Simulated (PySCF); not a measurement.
Gas-phase reaction: Al₂O₂ + 2 H + 4 OH = 2 Al(OH)₃

Energies from PySCF (xtb for GFN2), thermal terms from the rigid-rotor harmonic-oscillator model, ideal gas at 1 bar. S°(298 K) at PBE0/def2-TZVP differs from the NASA 1993 table for Al₂O₂ (-11 J/mol/K); whether the harmonic model or the table's entry is off was not settled. † marks an energy on the PBE0/def2-TZVP geometry and frequencies; other levels use their own. MP2 and CCSD(T) freeze the core. Open shells (unrestricted): H (multiplicity 2), OH (multiplicity 2, electronic degeneracy 4); the rest are closed-shell singlets. GFN2 has no spin-polarisation term. Spin-orbit splitting is ignored; it lowers the true energy and changes the entropy of OH. Al(OH)₃: computed as isolated molecules; such fragments, hydroxides, amides, oligomers or adducts are transient or little studied in the gas. MP2 isn't extrapolated to the basis-set limit; its ΔH°(298 K) is -2136.1 kJ in def2-SVP and -2228.4 kJ in def2-TZVPP. CCSD(T) isn't extrapolated to the basis-set limit; its ΔH°(298 K) is -2040.6 kJ in def2-SVP and -2133.4 kJ in def2-TZVPP. The harmonic model lacks anharmonicity and excited electronic states, which grow with temperature; levels with a mode under 35 cm⁻¹ are left out. Strong static correlation: Al₂O₂. Warning, large T1 diagnostic: Al₂O₂ (CCSD(T)/def2-SVP†).

ΔH° and ΔS° at 298 K: BLYP/def2-TZVP† -2072 kJ, -627 J/K; CCSD(T)/def2-SVP† -2041 kJ, -627 J/K; GFN2-xTB -2792 kJ, -620 J/K; HF/def2-TZVP† -1790 kJ, -627 J/K; MP2/def2-TZVPP† -2228 kJ, -627 J/K; PBE/def2-TZVP† -2106 kJ, -627 J/K.

### Question
With the heat capacities included, give log10 K (1 bar) at 600, 1000, 1400, 1600, 2000 K from BLYP/def2-TZVP†, CCSD(T)/def2-SVP†, GFN2-xTB, HF/def2-TZVP†, MP2/def2-TZVPP†, PBE/def2-TZVP†.

### Answer
```tsv
T (K)	BLYP/def2-TZVP†	CCSD(T)/def2-SVP†	GFN2-xTB	HF/def2-TZVP†	MP2/def2-TZVPP†	PBE/def2-TZVP†
600	147.4	144.7	210.5	122.9	161.1	150.4
1000	75.3	73.6	113.4	60.5	83.5	77.1
1400	44.4	43.3	71.9	33.9	50.3	45.7
1600	34.8	33.8	58.9	25.6	40.0	36.0
2000	21.5	20.7	40.9	14.1	25.6	22.4
```
